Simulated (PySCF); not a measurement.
NO, doublet: reading a ladder of total energies

Geometry: MP2(full)/6-31G*, from the G2/97 set.

```
atom   x (Å)   y (Å)   z (Å)
   N  0.0000  0.0000  0.0000
   O  0.0000  0.0000  1.1427
```

Basis STO-3G; PySCF 2.14.0. Correlated methods freeze the noble-gas cores, which leaves 11 electrons in 8 orbitals. Prefix R: restricted or restricted open-shell reference.

Full CI is exact within this basis and frozen core; it isn't the basis-set limit.

Restricted and unrestricted runs freeze slightly different cores, so steps under 0.03 kcal/mol mean nothing.

| level | total energy (hartree) |
| --- | --- |
| RHF | -127.524335 |
| RMP2 | -127.643129 |
| RCCSD | -127.650547 |
| RCCSD(T) | -127.653736 |
| RCCSDT | -127.654636 |
| full CI | -127.655343 |

Problem. What is the correlation energy at full CI, and what share of it do RMP2 and RCCSD(T) recover?

Solution. E(corr) = -127.655343 − (-127.524335) = -0.131008 hartree = -3.565 eV. RMP2: -0.118794 / -0.131008 = 90.68 %. RCCSD(T): -0.129401 / -0.131008 = 98.77 %.

Problem. By how many kcal/mol does RCCSD(T) miss full CI (1 hartree = 627.509 kcal/mol), and which steps make up the rest?

Solution. -127.653736 − (-127.655343) = 0.001607 hartree = 1.01 kcal/mol. Steps: RCCSDT − RCCSD(T) = -0.56, full CI − RCCSDT = -0.44 kcal/mol. With more than one leading determinant such errors change with state and geometry, and needn't cancel in differences.
